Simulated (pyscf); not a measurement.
**Routes from `[OH][GeH3]` + `[H][H]`**

Candidate steps break at most two bonds and form at most two. Each was searched with GFN2-xTB (tblite) first. Structures and frequencies: ωB97X-D3(BJ)/def2-SVP in PySCF. Energies: ωB97M-D3(BJ)/def2-TZVP, kJ/mol, from the separated reactants, singlet surface; ΔG‡ with ideal gas, 1 atm, RRHO with modes under 100 cm⁻¹ raised to 100, one conformer, R ln 2 for chiral ones without a mode under 150 cm⁻¹.

```json
[
 {"products": "GeH₄ + H₂O", "type": "four-centre exchange", "ΔE‡": "191.9", "ΔE": "-1.5", "ΔG‡ 298 K": "228.0", "ΔG‡ 900 K": "302.1", "ν‡ (cm⁻¹)": "1403i"},
 {"products": "HO–GeH: [singlet] + H₂ + H₂", "type": "multi-bond step", "ΔE‡": "268.5", "ΔE": "+107.6", "ΔG‡ 298 K": "298.1", "ΔG‡ 900 K": "371.1", "ν‡ (cm⁻¹)": "1870i"},
 {"products": "HO–GeH₃ + H₂", "type": "four-centre exchange", "ΔE‡": "272.6", "ΔE": "0.0", "ΔG‡ 298 K": "296.9", "ΔG‡ 900 K": "367.1", "ν‡ (cm⁻¹)": "2570i"}
]
```

Plain bond fissions and candidates not yet searched are not listed, and one of them may be faster. Each barrier is that of the saddle found; lower ones may exist. Elements up to Kr have no core potential and no relativistic terms here.
